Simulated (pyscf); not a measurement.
Thermochemistry of product channels of dichlorosilylene (Cl–Si:–Cl) [singlet] + silylene (SiH₂) [singlet] on the singlet surface, in kcal/mol, from CCSD(T)/def2-TZVPP + ΔMP2(QZVPP) energies (ideal gas, 1 atm, RRHO with modes under 100 cm⁻¹ raised to 100, one conformer, R ln 2 for rigid chiral ones). PySCF, gas phase, ωB97X-D3(BJ)/def2-SVP geometries. Correlated levels are frozen-core, on RHF or UHF. ΔMP2 is the change of the MP2 total energy from the triple- to the quadruple-zeta basis.

```
products                      ΔE  ΔH(298 K)  ΔG(298 K)  ΔG(600 K)
-------------------------  -----  ---------  ---------  ---------
:HSi–SiH(Cl)–Cl [singlet]    ___      -36.1      -25.2      -14.3
H₂Si=Si(Cl)–Cl               ___      -37.1      -26.8      -16.6
Cl–Si:–SiH₂–Cl [singlet]   -41.4      -38.5      -27.9      -17.3
```

Problem. Fill in the missing entries.

Solution. 
- :HSi–SiH(Cl)–Cl [singlet], ΔE: -38.7
- H₂Si=Si(Cl)–Cl, ΔE: -39.5

The channel to :HSi–SiH(Cl)–Cl [singlet] turns unfavourable between 298 and 1200 K (ΔG from -25.2 kcal/mol to +6.2 kcal/mol). The channel to H₂Si=Si(Cl)–Cl turns unfavourable between 298 and 1200 K (ΔG from -26.8 kcal/mol to +2.3 kcal/mol). The channel to Cl–Si:–SiH₂–Cl [singlet] turns unfavourable between 298 and 1200 K (ΔG from -27.9 kcal/mol to +2.6 kcal/mol).

These are energies of the channels, which say nothing of barriers. The CCSD(T) − MP2 part came from Ansatz, without density fitting, on the same reference.
